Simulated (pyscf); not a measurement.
This saddle point was located with ωB97X-D3(BJ)/def2-SVP in PySCF.

```xyz
8

P     -1.4521    -1.2396     0.6467
O     -0.0529    -0.6352    -0.0688
H     -2.2518    -1.3231    -0.5373
H     -2.0709    -0.0007     1.0242
H      0.4308     0.4739     0.3082
Si    -0.0800     0.7310    -1.4006
H      0.5824     1.4493     0.0357
H      1.3443     0.4190    -1.8383
```
Charge 0, spin multiplicity 1.

Surface: singlet, charge 0. Lowest wavenumbers (cm⁻¹): 1439i, 96, 176, 212, 554.

**Question.** Which two sides does it connect, and which bonds change?

**Answer.** HO–PH₂ + silylene (SiH₂) [singlet] <-> :HSi–O–PH₂ [singlet] + hydrogen (H₂), a four-centre exchange read from left to right: H–O, H–Si broken and O–Si, H–H formed. At ωB97M-D3(BJ)/def2-TZVP it lies +1.4 kcal/mol from the left side and +31.0 kcal/mol from the right (each side as separated species at their lowest minima found). On the reactant side the descent ends in an adduct with a O–Si contact, 19.9 kcal/mol under the separated species and 19.7 kcal/mol under the saddle at ωB97X-D3(BJ)/def2-TZVP. What is counted as formed (O–Si) is already present as a longer contact in the reactant adduct; forming that adduct is a step of its own. At the saddle there is also a short H–Si contact that neither side keeps. The same reactants have a lower exit, to HO–SiH₂–PH₂ (barrier -4.8 kcal/mol at ωB97M-D3(BJ)/def2-TZVP, against +1.4 kcal/mol here). :HSi–O–PH₂ [singlet] lies 16.3 kcal/mol over its isomer HO–SiH=PH (electronic energy, ωB97M-D3(BJ)/def2-TZVP). This is the saddle that the search found; another between the same sides may lie lower.
